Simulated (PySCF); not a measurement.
SMILES CC(C)=O at its B3LYP/def2-SVP optimised geometry (Å):

```
10

C      0.0637     0.3214     0.0000
C     -0.4647    -0.3953    -1.2314
C     -0.0623     0.1862    -2.5765
O     -1.1668    -1.3773    -1.1456
H     -0.2551     1.3773     0.0000
H      1.1668     0.3214     0.0000
H     -0.3047    -0.1771     0.9062
H     -0.4979    -0.4145    -3.3858
H     -0.4062     1.2307    -2.6631
H      1.0361     0.2029    -2.6763
```

Method: B3LYP/def2-TZVP in PySCF. Cells within 0.4 Å of a nucleus heavier than hydrogen are left out (blank, or x).

Map of the electron localisation function on the plane z = 0.0 Å:

```
|000000000000000000000000000|
|000000000000000000000000000|
|000000000001110000000000000|
|000000000257764100000000000|
|000000002799998510000000000|
|000000016999999720000000000|
|000000038999999720000000000|
|000000037999999731111000000|
|000000016999999633566310000|
|000000003799998667899830000|
|000000001478976789999971000|
|000000001255xxx799999982000|
|000000000245xxx799999982000|
|0000000001464xx799999982000|
|000000000025655689999960000|
|000000000012454457888720000|
|000001211000122222454200000|
|000012444200000000010000000|
|000013566520000000000000000|
|000013567652000000000000000|
|000013566653100000000000000|
|000002355543100000000000000|
|000000123332100000000000000|
|000000011110000000000000000|
|000000000000000000000000000|
|000000000000000000000000000|
|000000000000000000000000000|
```
Scale: ten equal steps from 0.000 (start of '0') to 1.000 (end of '9'), in the order '0123456789'; x runs from -3.50 to 3.50, y from -3.50 (bottom) to 3.50 (top).
